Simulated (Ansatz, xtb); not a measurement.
# A geometry optimisation of H3OSi with r2SCAN-D4/def2-SVP

The starting geometry of this gas-phase doublet has its atoms placed at random.

```tsv
atom	x (Å)	y (Å)	z (Å)
O	0.4828	-0.3482	1.4561
Si	-1.5693	-0.4940	-0.0435
H	-1.3329	1.2113	-0.3383
H	1.3862	-0.0550	0.9913
H	-0.9891	0.0645	1.6629
```

Task: Guess where an optimisation with r2SCAN-D4/def2-SVP ends from this start.

Result: It ends as `O[SiH2]`. Distances that change by over a tenth: Si2–H3 (1.75 → 1.51 Å). Contacts that close: O1–Si2 (2.55 → 1.67 Å), Si2–H5 (1.89 → 1.49 Å).

The energy falls by 4.76 eV over 20 steps:

| step | E − E(last) (eV) |
| --- | --- |
| 1 | 4.764 |
| 3 | 2.850 |
| 5 | 1.650 |
| 7 | 0.284 |
| 9 | 0.118 |
| 12 | 0.086 |
| 14 | 0.066 |
| 16 | 0.018 |
| 18 | 0.000 |
| 20 | 0.000 |

Final geometry (Å):

```json
{"atom": "O", "x (Å)": "0.6157", "y (Å)": "-0.2313", "z (Å)": "1.1584"}
{"atom": "Si", "x (Å)": "-0.9522", "y (Å)": "-0.1474", "z (Å)": "0.5782"}
{"atom": "H", "x (Å)": "-1.1728", "y (Å)": "1.0649", "z (Å)": "-0.2875"}
{"atom": "H", "x (Å)": "1.3149", "y (Å)": "-0.2345", "z (Å)": "0.4938"}
{"atom": "H", "x (Å)": "-1.8279", "y (Å)": "-0.0731", "z (Å)": "1.7855"}
```

From the same start GFN2-xTB reaches the same bonding as this run.

From so rough a start the end depends on the optimiser's path, so another program may land elsewhere. No frequencies were run, so the end isn't proven a minimum. Open shells are spin-unrestricted. Run with Ansatz 0.2.0, 65 s on 2 threads of Intel(R) Xeon(R) Processor @ 2.50GHz (Skylake/Cascade Lake) (shared host).
